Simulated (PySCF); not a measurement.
Match the calculated data to a structure.

All candidates are C4H10S.

| technique | computed result |
| --- | --- |
| Dipole | 1.81 D [PBE0/pcSseg-1] |
| 13C NMR | chemical shifts (computed TMS as zero) by class: 47.8 (1 C), 36.2 (3 C) ppm [GIAO PBE0/pcSseg-1] |
| 1H NMR | chemical shifts (computed TMS as zero) by class: 1.91 (1 H), 1.47 (9 H) ppm [GIAO PBE0/pcSseg-1] |
| Rotational structure | rotational constants A, B, C: 4.498, 3.010, 2.985 GHz [GFN2-xTB] |
| NMR, other nuclei | isotropic shieldings of nuclei other than C and H, by class: 463 (1 S) ppm [GIAO PBE0/pcSseg-1] |

Electronic properties: PySCF, gas phase, density fitting. Levels stand in brackets. Geometry: GFN2-xTB; no solvent, vibrations or thermal averaging. Each NMR value is the plain mean over a class of atoms that symmetry, rotation or inversion makes alike.

Question: Which candidate is it?
A. `CC(C)(C)S`
B. `CCSCC`
C. `CSC(C)C`
D. `CCCSC`
E. `CC(C)CS`

Answer: A. It is `CC(C)(C)S`. Numbering: `[CH3:1][C:2]([CH3:3])([CH3:4])[SH:5]`. Its formula, C4H10S, gives 0 degrees of unsaturation, so no ring and no π bond. 4 carbons fall into 2 classes; from least to most shielded: sp3 carbon bound to sulfur [C2] (47.8 ppm), methyl carbon [C1/C3/C4] (36.2 ppm, 3 C, up to 8.3 ppm apart in this geometry). Hydrogen classes from least to most shielded: 1 H on a thiol sulfur, S5 (1.91 ppm), 9 H on 3 methyl carbons, C1/C3/C4 (1.47 ppm, a mean of values up to 0.7 ppm apart in this geometry). The other shieldings belong to: 463 ppm, thiol sulfur [S5]. The optimised geometry has point group Cs and is an asymmetric top.

The others, at the same levels:
- `CCCSC` fails: it has 4 carbon classes against 2; its computed 13C shifts are 42.8 (1 C), 27.9 (1 C), 20.0 (1 C), 16.4 (1 C) ppm, 1H shifts are 2.22 (2 H), 2.07 (3 H), 1.56 (2 H), 1.02 (3 H) ppm and rotational constant A is 8.832 GHz (against 4.498 GHz).
- `CC(C)CS` fails: it has 3 carbon classes against 2; its computed 13C shifts are 40.2 (1 C), 38.7 (1 C), 23.4 (2 C) ppm, 1H shifts are 2.23 (2 H), 1.17 (1 H), 1.12 (6 H), 1.10 (1 H) ppm and rotational constant A is 7.437 GHz (against 4.498 GHz).
- `CCSCC` fails: its computed 13C shifts are 29.7 (2 C), 17.5 (2 C) ppm, 1H shifts are 2.37 (4 H), 1.26 (6 H) ppm and rotational constant A is 6.331 GHz (against 4.498 GHz).
- `CSC(C)C` fails: it has 3 carbon classes against 2; its computed 13C shifts are 40.5 (1 C), 23.9 (2 C), 10.9 (1 C) ppm, 1H shifts are 2.61 (1 H), 1.99 (3 H), 1.41 (6 H) ppm and rotational constant A is 5.127 GHz (against 4.498 GHz).

Each candidate is one conformer, not necessarily the lowest. The conformers computed, where there is a choice (atom-mapped SMILES and torsion angles):
- `[CH3:1][C:2]([CH3:3])([CH3:4])[SH:5]`: H–S5–C2–C1 -60°
- `[CH3:1][CH2:2][CH2:3][S:4][CH3:5]`: C1–C2–C3–S4 -177°, C2–C3–S4–C5 -72°
- `[CH3:1][CH:2]([CH3:3])[CH2:4][SH:5]`: C1–C2–C4–S5 64°, H–S5–C4–C2 61°
- `[CH3:1][CH2:2][S:3][CH2:4][CH3:5]`: C1–C2–S3–C4 -79°, C2–S3–C4–C5 -81°
- `[CH3:1][S:2][CH:3]([CH3:4])[CH3:5]`: C1–S2–C3–C4 63°
